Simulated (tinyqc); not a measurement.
The integration grid: Kohn-Sham B3LYP on finer and finer grids in the sto-3g basis, for CH2, spin multiplicity 1. Computed by the program tinyqc with PySCF. Self-consistent on each grid; the net force on the molecule should vanish.

Geometry (angstrom):
```
atom,x,y,z
C,0.0000,0.0000,0.0000
H,0.0000,0.7950,0.6120
H,0.0000,-0.8510,0.6550
```

Kohn-Sham energy on Becke grids (radial x angular points per atom):
```
grid,points,residual of the electron count,E (hartree),E - finest (mhartree),largest net force without grid terms (hartree/bohr)
10 x 14,417,-1.12e-03,-38.58575,13.06899,4.57e-02
15 x 26,1168,1.66e-02,-38.60521,-6.39402,2.63e-03
20 x 50,2994,-1.85e-03,-38.59848,0.33492,1.69e-03
30 x 86,7730,4.72e-04,-38.59893,-0.11594,3.45e-04
50 x 194,29074,3.70e-06,-38.59882,-0.00132,8.70e-06
75 x 302,67846,1.42e-07,-38.59882,0.00012,6.49e-07
120 x 590,212167,1.26e-08,-38.59882,0.00000,1.57e-07
```

What does the comparison show, and why?

The energy is within 0.1 mhartree of the finest grid first at 50 x 194. The error has both signs, since quadrature is not variational. The electron count and the net force are cheap signs of a poor grid.
